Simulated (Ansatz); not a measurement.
in.yaml

```yaml
crystal:
  periodic: [false, false, false]
  atoms:
    - {symbol: N, position_ang: [0.000000, 0.000000, 0.000000]}
    - {symbol: C, position_ang: [0.000000, 0.000000, 1.339482]}
basis:
  gaussian: {orbitals: def2-mTZVP}
magnetization: {spin_polarized: false, initial_magnetization: 3}
correlation: {method: mp2, electrons: valence}
```

```sh
$ ansatz run in.yaml --threads 1 --pin off --events-out ev --progress --plain --max-ram 2393MiB
```

(1) Roughly how long does this take on 1 thread of Intel Xeon Platinum 8375C, shared host, and how much host memory?

```
328 factors; integrals over basis functions are off by at most 1.5e-3 eV
mean field evaluation 1: about -2503.4696 eV, gradient 1.0e1 eV
mean field evaluation 2: about -2503.4738 eV, gradient 1.0e1 eV
mean field evaluation 4: about -2504.1326 eV, gradient 4.3e0 eV
mean field evaluation 8: about -2504.4147 eV, gradient 7.1e-1 eV
mean field evaluation 16: about -2504.4904 eV, gradient 2.3e-3 eV
mean field evaluation 32: about -2503.4696 eV, gradient 1.0e1 eV
mean field evaluation 64: about -2505.4934 eV, gradient 5.0e-5 eV
mean field evaluation 96: about -2505.3609 eV, gradient 2.3e0 eV
mean field evaluation 128: about -2504.9224 eV, gradient 9.8e0 eV
mean field evaluation 160: about -2504.5107 eV, gradient 4.3e0 eV
mean field -2505.49337860 eV, -92.0751833790 hartree, gradient 8.2e-6 eV, S^2 3.750000; 12 other end points of the search recorded, 0 dependent functions left out
mean field evaluation 192: about -2505.9142 eV, gradient 1.2e0 eV
mean field evaluation 224: about -2505.7785 eV, gradient 2.2e0 eV
2 core orbitals not correlated: weight in the atoms' cores, before any rotation towards them, 1.000 or more for the frozen orbitals, at most 0.000 for the correlated occupied ones
reference -2505.49337860 eV, -92.0751833790 hartree; 6, 3 occupied and 30, 33 virtual orbitals, 328 factors
second order -4.85076023 eV of doubles, -0.16420976 eV of singles
Total energy: -2510.50834859 eV, -92.2594801270 hartree
```

Results:

(1) 0.99 s wall and 0.08 GiB.
